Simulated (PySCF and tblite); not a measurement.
The numbers below are computed, except where a source is named.
# Conformers and averaged properties: C4H8O, numbered as in [OH:1][CH2:2][CH:3]1[CH2:4][CH2:5]1

Conformers came from 90 starts (ETKDG and KDG, MMFF94s, GFN2-xTB); geometries are PBE0-D3(BJ)/def2-SVP. Energies: B3LYP-D3(BJ)/def2-TZVP (IEF-PCM, chloroform), with GFN2-xTB thermal terms (modes under about 100 cm⁻¹ blended into free rotors). Symmetry numbers and mirror images are counted. Conformers within 3 kcal/mol (GFN2-xTB free energy) were kept, 8 at most. GIAO shieldings: PBE0/pcSseg-1 (IEF-PCM, chloroform). Couplings: B3LYP/pcJ-1 (gas phase; spin-dipole term only for pairs with B, N, F, Si or P). Couplings are for ¹³C, ¹H, ¹⁷O; a prime marks the second kind of pair between the same two sets of atoms. Shifts are against TMS (¹H), TMS (¹³C) at the same level; of two unlike H on one atom, a is the less shielded. Programs: PySCF with density fitting and tblite.

Torsions listed: H1–O1–C2–C3, O1–C2–C3–C4. Of a mirror pair one member is shown.

```csv
conformer,shape,symmetry,E(GFN2) kcal/mol,E(DFT) kcal/mol,G(298.15 K) kcal/mol,weight %,dipole D
1,"-51°, 152°",C1 (pair),0.00,0.00,0.00,57.5,2.02
2,"-58°, -75°",C1 (pair),0.49,0.72,0.64,19.6,1.98
3,"-174°, -81°",C1 (pair),2.18,0.98,0.73,16.8,1.76
4,"72°, 36°",C1 (pair),1.47,1.47,1.47,4.8,1.85
5,"-176°, 36°",Cs,2.65,2.06,2.25,1.3,1.94
```

Weights (%) against temperature:

```json
{"T (K)": "250", "1": "64.0", "2": "17.6", "3": "14.3", "4": "3.3", "5": "0.8", "S(mix) cal/mol/K": "3.39"}
{"T (K)": "273.15", "1": "60.7", "2": "18.7", "3": "15.6", "4": "4.0", "5": "1.0", "S(mix) cal/mol/K": "3.52"}
{"T (K)": "298.15", "1": "57.5", "2": "19.6", "3": "16.8", "4": "4.8", "5": "1.3", "S(mix) cal/mol/K": "3.62"}
{"T (K)": "323.15", "1": "54.7", "2": "20.4", "3": "17.8", "4": "5.5", "5": "1.6", "S(mix) cal/mol/K": "3.71"}
{"T (K)": "373.15", "1": "50.1", "2": "21.5", "3": "19.4", "4": "6.8", "5": "2.2", "S(mix) cal/mol/K": "3.85"}
```

Averaged shifts at 298.15 K. ¹H: 3.39 (H2, 2H), 0.91 (H3, 1H), 0.49 (H4a/H5a, 2H), 0.16 (H4b/H5b, 2H) ppm. ¹³C: 70.6 (C2), 15.6 (C3), 3.8 (C4/C5) ppm.

Averaged couplings (Hz): ¹J(O1,C2) 20.6, ²J(O1,C3) -2.0, ³J(O1,C4) -0.7, ¹J(O1,H1) -70.7, ²J(O1,H2) -8.5, ³J(O1,H3) -0.6, ¹J(C2,C3) 48.3, ²J(H1,C2) -3.1, ¹J(C2,H2) 144.3, ²J(C2,H3) 0.1, ³J(C2,H4a) 3.2, ³J(C2,H4b) 6.3, ¹J(C3,C4) 15.0, ³J(H1,C3) 3.4, ²J(H2,C3) -2.2, ¹J(C3,H3) 165.3, ²J(C3,H4a) -1.6, ²J(C3,H4b) -1.8, ¹J(C4,C5) 15.4, ³J(H2,C4) 1.9, ³J(H2,C4′) 5.2, ²J(H3,C4) -0.9, ¹J(C4,H4a) 170.3, ¹J(C4,H4b) 166.8, ²J(C4,H5a) -2.0, ²J(C4,H5b) -2.0, ³J(H1,H2) 7.7, ²J(H2,H2) -12.8, ³J(H2,H3) 7.7, ³J(H3,H4a) 9.2, ³J(H3,H4b) 5.6, ²J(H4a,H4b) -5.3, ³J(H4a,H5a) 9.9, ³J(H4a,H5b) 6.2, ³J(H4b,H5b) 10.7.

Coordinates of conformer 1 (Å):

```xyz
13

O     2.273    0.002   -0.195
C     1.157   -0.659    0.336
C     0.021    0.275    0.651
C    -1.393   -0.216    0.623
C    -0.904    0.706   -0.454
H     1.959    0.546   -0.925
H     1.499   -1.164    1.254
H     0.785   -1.456   -0.343
H     0.266    1.036    1.400
H    -2.092    0.175    1.366
H    -1.563   -1.264    0.358
H    -1.264    1.738   -0.461
H    -0.747    0.281   -1.452
```

H on N, O and S are left out: they exchange, and hydrogen bonds move them by several ppm. Shifts are unscaled: against experiment ¹³C can be off by 15 ppm or more and ¹H by 0.8 ppm.

Search and properties took 2.7 min on 1 thread of Arm Neoverse V1 (shared host) (rough), launched as `OMP_NUM_THREADS=1 python ens_run.py task.json out`.
